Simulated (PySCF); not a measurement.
Compound: HC≡CCH2F, C₃H₃F.
Bonds: C1–C2 (triple), C2–C3, C3–F4. Hydrogens: H5 on C1; H6, H7 on C3.

The closed-shell ground state was solved at several levels (PySCF, density fitting, gas phase, non-relativistic). Isolated species at its PBE0-D3(BJ)/def2-SVP geometry, gas phase.

```json
{"level": "PBE0/6-31G", "basis functions": "42", "HOMO (eV)": "-7.96", "LUMO (eV)": "0.62", "gap (eV)": "8.58", "dipole (D)": "1.99"}
{"level": "BHandHLYP/pcSseg-2", "basis functions": "186", "HOMO (eV)": "-9.28", "LUMO (eV)": "0.92", "gap (eV)": "10.20", "dipole (D)": "1.86"}
{"level": "PBE0/6-311+G(2d,p)", "basis functions": "126", "HOMO (eV)": "-8.16", "LUMO (eV)": "-0.17", "gap (eV)": "7.99", "dipole (D)": "1.75"}
{"level": "KT2/pcSseg-2", "basis functions": "186", "HOMO (eV)": "-6.90", "LUMO (eV)": "-1.09", "gap (eV)": "5.81", "dipole (D)": "1.65"}
{"level": "CAM-B3LYP/pcSseg-2", "basis functions": "186", "HOMO (eV)": "-9.56", "LUMO (eV)": "0.98", "gap (eV)": "10.54", "dipole (D)": "1.81"}
{"level": "BLYP/pcSseg-2", "basis functions": "186", "HOMO (eV)": "-6.77", "LUMO (eV)": "-0.97", "gap (eV)": "5.80", "dipole (D)": "1.67"}
{"level": "PBE/pcSseg-2", "basis functions": "186", "HOMO (eV)": "-6.90", "LUMO (eV)": "-1.09", "gap (eV)": "5.81", "dipole (D)": "1.63"}
{"level": "PBE0/6-31G*", "basis functions": "62", "HOMO (eV)": "-7.79", "LUMO (eV)": "0.69", "gap (eV)": "8.48", "dipole (D)": "1.62"}
{"level": "B3LYP/pcSseg-2", "basis functions": "186", "HOMO (eV)": "-7.94", "LUMO (eV)": "-0.32", "gap (eV)": "7.62", "dipole (D)": "1.75"}
{"level": "B3LYP/pcJ-1", "basis functions": "138", "HOMO (eV)": "-7.90", "LUMO (eV)": "-0.05", "gap (eV)": "7.85", "dipole (D)": "1.80"}
{"level": "HF/pcSseg-2", "basis functions": "186", "HOMO (eV)": "-10.95", "LUMO (eV)": "2.70", "gap (eV)": "13.65", "dipole (D)": "1.94"}
{"level": "PBE0/pcSseg-2", "basis functions": "186", "HOMO (eV)": "-8.16", "LUMO (eV)": "-0.06", "gap (eV)": "8.10", "dipole (D)": "1.73"}
```

(1) Estimate the row for KT3/pcSseg-2, a basis of 186 functions; the other rows only guide the guess.

(2) How much does the basis alone move the frontier levels among the 4 PBE0 rows?

(3) In the pcSseg-2 basis, how does the gap go with the fixed share of exact exchange?

(4) How far do the dipole and the HOMO energy spread over the levels?

## Answers

(1) HOMO -6.93 eV, LUMO -1.07 eV, gap 5.86 eV, dipole 1.63 D.

(2) The HOMO by 0.37 eV and the LUMO by 0.86 eV. By rising basis size (HOMO, LUMO in eV): 6-31G -7.96, 0.62; 6-31G* -7.79, 0.69; 6-311+G(2d,p) -8.16, -0.17; pcSseg-2 -8.16, -0.06.

(3) BLYP (0 %) 5.80 eV; KT2 (0 %) 5.81 eV; PBE (0 %) 5.81 eV; KT3 (0 %) 5.86 eV; B3LYP (20 %) 7.62 eV; PBE0 (25 %) 8.10 eV; BHandHLYP (50 %) 10.20 eV; HF (100 %) 13.65 eV. Each rise in the share widens the gap here.

(4) The dipole runs from 1.62 to 1.99 D (mean 1.76 D) and the HOMO from -10.95 to -6.77 eV.
